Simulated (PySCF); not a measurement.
**S: ionisation energy**

S [Ne] 3s2 3p4 (3P) → S⁺ [Ne] 3s2 3p3 (4S), as a difference of total energies. All numbers are calculated (PySCF 2.14, the spin-free X2C one-electron Hamiltonian (Gaussian nucleus), in aug-cc-pCVTZ-DK (8s7p5d3f, 75 functions)). Correlated levels: valence: [Ne] frozen. The calculations carry no spin-orbit coupling.

```csv
method,ionisation energy (eV)
UHF,9.223
MP2 (valence),9.992
SCS-MP2 (valence),10.072
CCSD (valence),10.098
CCSD(T) (valence),10.139
```

Q: How much does correlation contribute at CCSD(T) (valence)?

A: 10.139 − (9.223) = 0.916 eV, measured against UHF.

A first-order spin-orbit estimate (lowest level to lowest level, LS coupling) adds 0.023 eV.

Errors of the correlated levels include the incompleteness of this basis and the frozen core.

For comparison: 10.360 eV (measured; NIST Atomic Spectra Database, ionization energies).
